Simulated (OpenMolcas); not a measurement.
**LiNa⁺ at 3.373 Å: OpenMolcas input and output**

Input (each module block was a call of its own in one work directory; start orbitals came from a preliminary run):

```
&GATEWAY
Coord
2
angstrom
Na 0.0 0.0 0.0
Li 0.0 0.0 3.3730
Basis=ANO-RCC-VTZP
Group=XY
RX2C
AMFI
ANGMom
0.0 0.0 0.0
RICD
&SEWARD
&GUESSORB
&RASSCF
FileOrb=$CurrDir/o21.orb
Symmetry=1
Spin=2
nActEl=1 0 0
Inactive=4 2
RAS2=4 4
CIRoot=3 3 1
Linear
Iterations=120 100
OrbListing=Nothing
PRWF=0.15
>>COPY $Project.RasOrb $CurrDir/o21.orb
>>COPY $Project.rasscf.h5 $CurrDir/r21.h5
&CASPT2
XMultistate=all
Imaginary=0.2
IPEA=0.25
MaxIter=40
>>COPY $Project.JobMix JOB001
&RASSCF
FileOrb=$CurrDir/o22.orb
Symmetry=2
Spin=2
nActEl=1 0 0
Inactive=4 2
RAS2=4 4
CIRoot=2 2 1
Linear
Iterations=120 100
OrbListing=Nothing
PRWF=0.15
>>COPY $Project.RasOrb $CurrDir/o22.orb
>>COPY $Project.rasscf.h5 $CurrDir/r22.h5
&CASPT2
XMultistate=all
Imaginary=0.2
IPEA=0.25
MaxIter=40
>>COPY $Project.JobMix JOB002
```

```bash
pymolcas m.inp
```

RASSCF and CASPT2 output of these blocks, in excerpt:

```
++    Wave function specifications:
      Number of closed shell electrons          12
      Number of electrons in active shells       1
      Number of inactive orbitals                6
      Number of active orbitals                  8
      Number of secondary orbitals              50
      Spin quantum number                      0.5
      State symmetry                             1
++    Orbital specifications:
      Symmetry species                           1   2
                                                 a   b
      Frozen orbitals                            0   0
      Inactive orbitals                          4   2
      Active orbitals                            4   4
      RAS2 orbitals                              4   4
      Secondary orbitals                        26  24
      Number of basis functions                 34  30
      printout of CI-coefficients larger than  0.15 for root  1
      energy=    -169.351318
      conf/sym  1111 2222     Coeff  Weight
             2  0u00 0000   0.29921 0.08953
             3  00u0 0000   0.70700 0.49984
             4  000u 0000  -0.64080 0.41063
      printout of CI-coefficients larger than  0.15 for root  2
      energy=    -169.255612
      conf/sym  1111 2222     Coeff  Weight
             2  0u00 0000   0.30085 0.09051
             3  00u0 0000   0.56741 0.32196
             4  000u 0000   0.76650 0.58753
      printout of CI-coefficients larger than  0.15 for root  3
      energy=    -169.213398
      conf/sym  1111 2222     Coeff  Weight
             2  0u00 0000   0.90552 0.81996
             3  00u0 0000  -0.42214 0.17820
      Natural orbitals and occupation numbers for root  1
      sym 1:   0.000000  -0.000000   1.000000  -0.000000
      sym 2:   0.000000   0.000000   0.000000   0.000000
      Natural orbitals and occupation numbers for root  2
      sym 1:   0.000000   0.000000   0.000000   1.000000
      sym 2:   0.000000   0.000000   0.000000   0.000000
      Natural orbitals and occupation numbers for root  3
      sym 1:   0.000000   1.000000   0.000000  -0.000000
      sym 2:   0.000000   0.000000   0.000000   0.000000
      RASSCF energy for state  3                   -169.21339834
::    RASSCF root number  1 Total energy:   -169.35131822
::    RASSCF root number  2 Total energy:   -169.25561246
::    RASSCF root number  3 Total energy:   -169.21339834
      Von Neumann Entropy (Root   1) =  0.50000
++    Wave function specifications:
      Number of closed shell electrons           6
      Number of electrons in active shells       1
      Number of inactive orbitals                3
      Number of active orbitals                  8
      Number of secondary orbitals              50
      Spin quantum number                      0.5
      State symmetry                             1
      Number of CSFs                             4
      Number of CASSCF root(s) available         3
      CASPT2 state passed to geometry opt.       3
      A file JOBMIX will be created
      This is a MULTI-STATE CASSCF reference
      Number of CI roots used                    3
      These are:                                 1   2   3
      Off-diagonal elements of Heff are computed
  FINAL CASPT2 RESULT:
      Reference energy:        -169.3513182155
      E2 (Non-variational):      -0.1519666113
      Shift correction:          -0.0000852482
      E2 (Variational):          -0.1520518596
      Total energy:            -169.5033700751
      Reference weight:           0.98354
  FINAL CASPT2 RESULT:
      Reference energy:        -169.2556124573
      E2 (Non-variational):      -0.1518332615
      Shift correction:          -0.0000850939
      E2 (Variational):          -0.1519183554
      Total energy:            -169.4075308127
      Reference weight:           0.98356
  FINAL CASPT2 RESULT:
      Reference energy:        -169.2133983355
      E2 (Non-variational):      -0.1505981954
      Shift correction:          -0.0000820454
      E2 (Variational):          -0.1506802408
      Total energy:            -169.3640785762
      Reference weight:           0.98382
       Total XMS-CASPT2 energies:
::    XMS-CASPT2 Root  1     Total energy:   -169.50305551
::    XMS-CASPT2 Root  2     Total energy:   -169.40746421
::    XMS-CASPT2 Root  3     Total energy:   -169.36445974
++    Wave function specifications:
      Number of closed shell electrons          12
      Number of electrons in active shells       1
      Number of inactive orbitals                6
      Number of active orbitals                  8
      Number of secondary orbitals              50
      Spin quantum number                      0.5
      State symmetry                             2
      printout of CI-coefficients larger than  0.15 for root  1
      energy=    -169.246717
      conf/sym  1111 2222     Coeff  Weight
             1  0000 u000  -0.16263 0.02645
             2  0000 0u00   0.98669 0.97355
      printout of CI-coefficients larger than  0.15 for root  2
      energy=    -169.246717
      conf/sym  1111 2222     Coeff  Weight
             1  0000 u000   0.98669 0.97355
             2  0000 0u00   0.16263 0.02645
      Natural orbitals and occupation numbers for root  1
      sym 1:   0.000000   0.000000   0.000000   0.000000
      sym 2:   0.000000   1.000000   0.000000   0.000000
      Natural orbitals and occupation numbers for root  2
      sym 1:   0.000000   0.000000   0.000000   0.000000
      sym 2:   1.000000   0.000000   0.000000   0.000000
      RASSCF energy for state  2                   -169.24671687
::    RASSCF root number  1 Total energy:   -169.24671687
::    RASSCF root number  2 Total energy:   -169.24671687
      Von Neumann Entropy (Root   1) =  0.50000
++    Wave function specifications:
      Number of closed shell electrons           6
      Number of electrons in active shells       1
      Number of inactive orbitals                3
      Number of active orbitals                  8
      Number of secondary orbitals              50
      Spin quantum number                      0.5
      State symmetry                             2
      Number of CSFs                             4
      Number of CASSCF root(s) available         2
      CASPT2 state passed to geometry opt.       2
      A file JOBMIX will be created
      This is a MULTI-STATE CASSCF reference
      Number of CI roots used                    2
      These are:                                 1   2
      Off-diagonal elements of Heff are computed
  FINAL CASPT2 RESULT:
      Reference energy:        -169.2467168732
      E2 (Non-variational):      -0.1497564608
      Shift correction:          -0.0000782131
      E2 (Variational):          -0.1498346740
      Total energy:            -169.3965515471
      Reference weight:           0.98406
  FINAL CASPT2 RESULT:
      Reference energy:        -169.2467168709
      E2 (Non-variational):      -0.1497567643
      Shift correction:          -0.0000782140
      E2 (Variational):          -0.1498349783
      Total energy:            -169.3965518492
      Reference weight:           0.98406
       Total XMS-CASPT2 energies:
::    XMS-CASPT2 Root  1     Total energy:   -169.39655185
::    XMS-CASPT2 Root  2     Total energy:   -169.39655155
```

Only roots inside an energy window near the equilibrium distance were included, so the list of states is not complete; labels number the states computed. Each spin and symmetry block has orbitals of its own, averaged over its own roots, so gaps between blocks are less sure than gaps within one and near the minimum can be off by tenths of an eV, in bad cases by more. No Rydberg orbitals are active, so Rydberg states, and σ→σ* states whose orbital the CASSCF left unused, can be missing between those listed.
